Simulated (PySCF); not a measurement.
Species: C5H9O (doublet state).
SMILES with atom numbers: `[H]/[C:1]=[C:2](/[CH3:3])[O:4][CH2:5][CH3:6]` (hydrogens: H7 on C1; H8, H9, H10 on C3; H11, H12 on C5; H13, H14, H15 on C6)

Cartesian coordinates in Å at the GFN2-xTB level; atoms count from 1:
```xyz
15
C5H9O angstrom
C      1.8008    1.8987    0.2920
C      1.1783    0.7597    0.1814
C      1.9323   -0.5436    0.1979
O     -0.2028    0.7373    0.0419
C     -0.8857   -0.4980    0.0426
C     -2.3686   -0.1898   -0.1053
H      1.6077    2.9417    0.3010
H      2.9929   -0.3355    0.2998
H      1.6145   -1.1656    1.0337
H      1.7690   -1.0938   -0.7280
H     -0.5511   -1.1297   -0.7919
H     -0.7095   -1.0392    0.9827
H     -2.9390   -1.1145   -0.1105
H     -2.7001    0.4340    0.7200
H     -2.5432    0.3464   -1.0338
```

The hyperfine couplings belong to this conformer and change with its torsions.

The calculation used UKS B3LYP, pcH-1 on C H O, non-relativistic, mean-field spin-orbit, GIAO (PySCF). The structure is a single GFN2-xTB conformer in the gas phase; no vibrational or solvent corrections. GFN2-xTB frequencies show an imaginary mode (37i cm⁻¹), so this geometry is no minimum at that level. Couplings are sensitive to structure, and on GFN2-xTB geometries they can be far from those on DFT ones. Stability of the SCF solution: not tested.

Task: Match the computed a_iso(13C) values +336.2, +38.2, +34.3, +8.1, +2.2 MHz with the sites C1; C2; C3; C5; C6.

Result: 
```tsv
site	a_iso (MHz)	ρ(0) (bohr⁻³)	position	distance from C1 (Å)	spin population	largest |T| (MHz)
C1	+336.2	+0.2991	largest spin population	0.00	+1.08	142.7
C2	+34.3	+0.0305	1 bond from C1	1.30	-0.14	18.3
C3	+38.2	+0.0340	2 bonds from C1	2.45	+0.03	7.1
C5	+8.1	+0.0072	3 bonds from C1	3.61	+0.01	3.2
C6	+2.2	+0.0020	4 bonds from C1	4.68	0.00	0.9
```

ρ(0) is the spin density at the nucleus and T the dipolar tensor; entries for several nuclei are means. The largest Mulliken spin populations are on C1 (+1.08) and C2 (-0.14). C1 is the only atom above +0.15.

Means are taken over nuclei equivalent by connectivity, which assumes that they swap fast. The three 1H nuclei of mean +0.2 MHz run from -3.3 to 6.2 MHz in the frozen geometry.

The run took 45 s of wall time (with the writing of density and orbital grids) on Arm Neoverse V2, one thread, shared host, and the process peaked at 0.91 GiB of memory.
